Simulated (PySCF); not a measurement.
Gas-phase reaction: H3SiOH + 3 SiH2 → i-Si4H10 + O

Computed with PySCF and rigid-rotor harmonic-oscillator thermochemistry at 1 bar. † marks an energy on the PBE0/def2-TZVP geometry and frequencies; other levels use their own. MP2 and CCSD(T) freeze the core. 6-31G* has spherical d functions here. Open shells (unrestricted): O (multiplicity 3, electronic degeneracy 9); the rest are closed-shell singlets. Spin-orbit splitting is ignored; it lowers the true energy and changes the entropy of O. B3LYP is the form with VWN-RPA correlation. H3SiOH: computed as isolated molecules; such fragments, hydroxides, amides, oligomers or adducts are transient or little studied in the gas. MP2 isn't extrapolated to the basis-set limit; its ΔH°(298 K) is -175.4 kJ in def2-SVP and -140.6 kJ in def2-TZVPP. CCSD(T) isn't extrapolated to the basis-set limit. The harmonic model lacks anharmonicity and excited electronic states, which grow with temperature; levels with a mode under 35 cm⁻¹ are left out. Internal rotation in H3SiOH, i-Si4H10 is treated as a harmonic vibration of one conformer, which makes the entropy rough.

| level | ΔE electronic, kJ | ΔH°(298 K), kJ | ΔS°(298 K), J/K | ΔG°(1800 K), kJ |
|---|---|---|---|---|
| B3LYP/6-31G* | -165 | -144 | -308 | 352 |
| CCSD(T)/def2-SVP† | -181 | -161 | -309 | 337 |
| HF/6-31G* | -322 | -302 | -313 | 208 |
| HF/def2-TZVP† | -292 | -273 | -309 | 226 |
| MP2/def2-SVP† | -195 | -175 | -309 | 323 |
| PBE0/def2-TZVP | -212 | -193 | -309 | 306 |
| r2SCAN/def2-TZVP† | -229 | -210 | -309 | 289 |
| LDA/def2-TZVP† | -158 | -138 | -309 | 360 |
| ωB97X-V/def2-TZVP† | -197 | -178 | -309 | 321 |
ΔH° is lowest at HF/6-31G* and highest at LDA/def2-TZVP†. No reference value is set beside these.
